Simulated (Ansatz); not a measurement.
# C3O2: vertical ionisation energy

The task here is to estimate one member of a computed series from the others.

The runs use Ansatz 0.2.0, Gaussian basis; unrestricted cation, the program's frozen cores in correlated methods.

Levels to be run: UKS PBE-D4/def2-TZVPP; UKS r2SCAN-D4/def2-TZVPP; UKS PBE0-D4/def2-TZVPP; UKS B3LYP-D4/def2-TZVPP; UKS wB97X-V/def2-TZVPP; UKS wB97M-V/def2-TZVPP; UKS B2PLYP/def2-TZVPP; UHF-CCSD(T)/def2-TZVPP; UHF-MP2/def2-QZVPP; extrapolation to the limit; then −ε(HOMO) from the neutral's earlier runs with LDA (SPW92), PBE-D4, revPBE-D4, BLYP-D4, r2SCAN-D4, B97M-V, PBE0-D4, B3LYP-D4, r2SCANh-D4, r2SCAN0-D4, HSE06-D4, BHLYP-D4, CAM-B3LYP-D4, LC-ωPBE, ωB97X-V, ωB97M-V.

## The geometry

The geometry comes from an earlier relaxation with PBE0-D4 in a triple-zeta def2 set; it is a stationary point.

SMILES `O=C=C=C=O`, 5 atoms, charge 0, spin multiplicity 1.

Atoms are counted from 1 here; the program's logs count them from 0.

Bond lengths: O1–C2 1.155 Å, C2–C3 1.272 Å, C3–C4 1.272 Å, C4–O5 1.155 Å. Angles: O1–C2–C3 180.0°, C2–C3–C4 179.9°, C3–C4–O5 180.0°.

Set-up of the first run:

Contents of in.yaml:

```yaml
crystal:
  periodic: [false, false, false]
  atoms:
    - {symbol: O, position_ang: [0.309420, -2.066832, 1.252919]}
    - {symbol: C, position_ang: [0.166343, -1.090030, 0.652628]}
    - {symbol: C, position_ang: [0.008621, -0.014839, -0.008119]}
    - {symbol: C, position_ang: [-0.146621, 1.060535, -0.669156]}
    - {symbol: O, position_ang: [-0.287863, 2.037466, -1.269672]}
basis:
  gaussian: {orbitals: def2-TZVPP}
total_charge: 1
magnetization: {spin_polarized: true, initial_magnetization: 1}
hamiltonian: {xc: pbe, dispersion: d4}
```

Steps of the session up to this table: Cation, UKS PBE-D4/def2-TZVPP; Cation, UKS r2SCAN-D4/def2-TZVPP; Cation, UKS PBE0-D4/def2-TZVPP; Cation, UKS B3LYP-D4/def2-TZVPP; Cation, UKS wB97X-V/def2-TZVPP; Cation, UKS wB97M-V/def2-TZVPP; Cation, UKS B2PLYP (frozen core)/def2-TZVPP; Cation, UHF-CCSD(T)/def2-TZVPP; Cation, UHF-MP2/def2-QZVPP.

One table of the session follows, with a row left open; its other results are not shown here.

For comparison, −ε(HOMO) of the neutral from earlier runs:

| functional | −ε(HOMO) (eV) |
| --- | --- |
| LDA (SPW92) | 7.44 |
| PBE-D4 | 7.21 |
| revPBE-D4 | 7.13 |
| BLYP-D4 | 7.07 |
| r2SCAN-D4 | 7.48 |
| B97M-V | ? |
| PBE0-D4 | 8.41 |
| B3LYP-D4 | 8.19 |
| r2SCANh-D4 | 7.92 |
| r2SCAN0-D4 | 8.60 |
| HSE06-D4 | 8.01 |
| BHLYP-D4 | 9.49 |
| CAM-B3LYP-D4 | 9.65 |
| LC-ωPBE | 10.87 |
| ωB97X-V | 10.53 |
| ωB97M-V | 10.43 |

Estimate the missing values for B97M-V.

The run gave: −ε(HOMO) (eV): 7.43. In the column «−ε(HOMO) (eV)» it lies between PBE-D4 (7.21) and LDA (SPW92) (7.44).
